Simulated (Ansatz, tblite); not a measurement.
Cost and result up the ladder for Li2H2⁺ (4 atoms). Charge 1, multiplicity 2. Geometry: PBE-D4/def2-TZVP.

```csv
atom,x (Å),y (Å),z (Å)
Li1,0.292,1.529,0.480
Li2,-0.303,-1.529,-0.473
H3,-0.531,0.197,-0.299
H4,0.541,-0.197,0.292
```

Ansatz on 4 threads of Arm Neoverse V1 on a shared host; xTB runs through tblite on one thread. Times are rough, summed over both states, and most runs start from the orbitals of an earlier one. PBE-QIDH/def2-TZVP serves as the yardstick here, not as an exact answer. Differences are given only for rows in sets of like size (and for xTB, whose basis is part of the method), since another set adds its own error. The other state is a quartet at its own geometry, which has other bonds, so the gap mixes isomer and spin.

The xTB rows come from tblite. Correlated methods freeze no core orbitals; core or outer-core shells of Li are correlated, in sets that lack core-valence functions. HOMO above LUMO, or a gap near zero within one spin, warns that the state may not be the lowest or that an electron is smeared out. In the doublet, H3 and H4 lie 1.29 Å apart (atoms count from 1), so these atoms are partly bonded to each other. In the quartet geometry the species has come apart into loosely held pieces. The structure comes from a short search, and lower isomers may exist.

Run but left out: HF/def2-TZVPP, MP2/def2-TZVPP, CCSD/def2-TZVPP, CCSD(T)/def2-TZVPP (flagged by the program: other roots).

Correlated methods converge slowly with the basis.

xTB has no spin-polarisation term.

```tsv
level	functions	wall time	quartet − doublet (eV)	difference from PBE-QIDH/def2-TZVP (eV)	remarks
GFN2-xTB	10	0.003 s	5.37	0.62	–
GFN1-xTB	12	0.004 s	7.28	2.53	–
HF/STO-3G	12	0.1 s	4.23	–	–
MP2/def2-TZVP	40	0.2 s	4.57	-0.19	–
PBE-D4/def2-TZVP (with forces)	40	0.55 s	4.51	-0.24	gap within one spin near zero (quartet)
BHLYP-D4/def2-TZVP	40	0.55 s	4.95	0.19	–
PBE-QIDH/def2-TZVP	40	0.6 s	4.76	0.00	–
BLYP-D4/def2-TZVP	40	0.65 s	4.70	-0.06	gap within one spin near zero (quartet)
B2PLYP/def2-TZVP	40	0.65 s	4.88	0.13	–
RPA@PBE/def2-TZVP	40	0.7 s	4.02	-0.74	–
PBE0-D4/def2-TZVP	40	0.85 s	4.62	-0.13	–
r2SCAN-D4/def2-TZVP	40	1.4 s	4.77	0.01	gap within one spin near zero (quartet)
r2SCANh-D4/def2-TZVP	40	1.4 s	4.80	0.04	–
```
